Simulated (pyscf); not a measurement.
**Four-centre exchange: O=V(OH)(OH)–OH + H₂ → O=VH(OH)–OH + H₂O**

Gas phase, singlet surface, charge 0. Bonds broken: V1–O2, H9–H10. Bonds formed: V1–H9, O2–H10. PySCF, gas phase, ωB97X-D3(BJ)/def2-SVP geometries.

Transition state (Å):

```xyz
10

V     -0.6165    -0.1109    -0.4523
O      0.1173     1.0834     0.9823
O     -0.1547    -1.5461    -0.1747
O      0.4773     0.5895    -1.6323
O     -2.1581    -0.1440    -1.2848
H      1.0002     0.8340     1.2882
H      1.2192     0.0857    -1.9897
H     -2.8030    -0.8471    -1.1383
H     -1.6926    -0.0514     1.0890
H     -0.8876     0.4670     1.3605
```

One imaginary mode, 1287i cm⁻¹; descent along it reached the two sides named, in the forms told below.

```
bond    change  reactant side (Å)  saddle  product side
------  ------  -----------------  ------  ------------
V1–O2   breaks              1.756   2.006         2.505
H9–H10  breaks              0.761   0.995         2.367
V1–H9    forms                3.9   1.881         1.620
O2–H10   forms                2.6   1.238         0.966
```

Electronic energies relative to the separated reactants (eV):

```
level                   barrier  reaction energy  reverse barrier
----------------------  -------  ---------------  ---------------
ωB97X-D3(BJ)/def2-TZVP     1.69            +0.99             0.69
PBE/def2-TZVP              1.48            +1.11             0.38
r²SCAN/def2-TZVP           1.56            +1.20             0.36
B3LYP-D3(BJ)/def2-TZVP     1.67            +1.05             0.62
PBE0-D3(BJ)/def2-TZVP      1.55            +0.99             0.56
M06-2X/def2-TZVP           1.74            +0.97             0.76
ωB97M-D3(BJ)/def2-TZVP     1.67            +0.89             0.78
HF/def2-TZVP               2.33            +0.70             1.62
```

With ωB97M-D3(BJ)/def2-TZVP energies and thermal terms (ideal gas, 1 atm, RRHO with modes under 100 cm⁻¹ raised to 100, one conformer, R ln 2 for chiral ones without a mode under 150 cm⁻¹), in eV:

```json
[
 {"T (K)": "298", "ΔH‡": "1.70", "ΔG‡": "2.04", "ΔH": "+1.00", "ΔG": "+0.87"},
 {"T (K)": "600", "ΔH‡": "1.66", "ΔG‡": "2.40", "ΔH": "+0.95", "ΔG": "+0.77"},
 {"T (K)": "900", "ΔH‡": "1.65", "ΔG‡": "2.77", "ΔH": "+0.91", "ΔG": "+0.69"},
 {"T (K)": "1200", "ΔH‡": "1.66", "ΔG‡": "3.14", "ΔH": "+0.88", "ΔG": "+0.62"}
]
```

On the product side the descent ends in a complex, 0.21 eV under the separated species and 0.91 eV under the saddle at ωB97X-D3(BJ)/def2-TZVP. At the saddle there is also a short H–V contact that neither side keeps. This is the saddle that the search found; another between the same sides may lie lower.
